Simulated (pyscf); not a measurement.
Single points on ωB97X-D3(BJ)/def2-SVP structures (PySCF, gas phase).

### Question
For HO–SiH₂–AsH–SiH₃ + hydrogen (H₂) → H₃Si–AsH–SiH₃ + water (H₂O), a four-centre exchange (singlet surface; O–Si, H–H broken, H–Si, H–O formed), PBE/def2-TZVP gives ΔE‡ = 1.92 eV and ΔE = +0.62 eV (zero: the separated reactants). In which direction and how far do B3LYP-D3(BJ)/def2-TZVP, PBE0-D3(BJ)/def2-TZVP, ωB97M-D3(BJ)/def2-TZVP move these?

### Answer
B3LYP-D3(BJ): ΔE‡ = 2.21 eV, ΔE = +0.70 eV; PBE0-D3(BJ): ΔE‡ = 2.03 eV, ΔE = +0.62 eV; ωB97M-D3(BJ): ΔE‡ = 2.19 eV, ΔE = +0.69 eV. PBE's barrier lies under all of them, by 0.11 to 0.29 eV. Its reaction energy matches one of them and lies within 0.08 eV of the others. Low barriers are usual for a GGA, whose delocalisation error favours stretched bonds. HO–SiH₂–AsH–SiH₃ lies 0.72 eV over its isomer H₃Si–O–SiH₂–AsH₂ (electronic energy, ωB97M-D3(BJ)/def2-TZVP). This is the saddle that the search found; another between the same sides may lie lower. Elements up to Kr have no core potential and no relativistic terms here.
